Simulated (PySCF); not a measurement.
Isomers of C5H7F, one GFN2-xTB conformer each. Single-point energies are computed at PBE0/pcSseg-1 (PySCF, gas phase, no added dispersion term), electronic only.

Problem. Rank them by PBE0/pcSseg-1 energy, lowest first (kJ/mol).
A. `C[C@H]1C=C(F)C1`
B. `CC1=C[C@]1(C)F`
C. `[F:1][C@H:2]1[CH:3]=[CH:4][CH2:5][CH2:6]1` with F1–C2–C3–C4 128°, C3–C4–C5–C6 -9°, C4–C5–C6–C2 13°, F1–C2–C6–C5 -133°
D. `[F:1][C:2]1=[CH:3][CH2:4][CH2:5][CH2:6]1` with C2–C3–C4–C5 -11°, C3–C4–C5–C6 17°, C4–C5–C6–C2 -17°, F1–C2–C6–C5 -170°
E. `[CH3:1][C@H:2]([F:3])[C:4]1=[CH:5][CH2:6]1` with C1–C2–C4–C5 -8°
F. `[CH2:1]=[CH:2]/[CH:3]=[CH:4]\[CH2:5][F:6]` with C1–C2–C3–C4 180°, C3–C4–C5–F6 -179°

Solution. D (0.0), C (1.5), A (87.8), F (89.8), B (143.4), E (196.7).

As drawn, the highest has a three-membered ring, which the lowest lacks. Neighbours under 10 kJ/mol apart (FC1=CCCC1 and F[C@H]1C=CCC1; C[C@H]1C=C(F)C1 and C=C/C=C\CF) can change places with a better method, another conformer or zero-point energy. GFN2-xTB itself gives, in the same order: 0.0, 9.2, 88.8, 123.2, 173.9, 214.7. Both levels put the same isomer lowest; measured from each level's own lowest isomer, the values differ by up to 33.4 kJ/mol (C=C/C=C\CF: 123.2 against 89.8).

Problem. Which frontier levels, dipoles and rotational constants go with these structures?

Solution. 
| SMILES | HOMO (eV, PBE0/pcSseg-1) | LUMO (eV) | dipole (D) | A, B, C (MHz) |
| --- | --- | --- | --- | --- |
| FC1=CCCC1 | -6.87 | 0.84 | 1.72 | 7253, 3130, 2291 |
| F[C@H]1C=CCC1 | -7.55 | 0.16 | 2.12 | 6850, 3311, 2455 |
| C[C@H]1C=C(F)C1 | -7.15 | 0.68 | 1.68 | 9396, 2348, 2113 |
| C=C/C=C\CF | -6.86 | -1.09 | 1.84 | 14955, 1456, 1338 |
| CC1=C[C@]1(C)F | -7.68 | 0.20 | 2.42 | 5515, 2684, 2516 |
| C[C@H](F)C1=CC1 | -7.31 | -0.19 | 2.09 | 6521, 2646, 2034 |
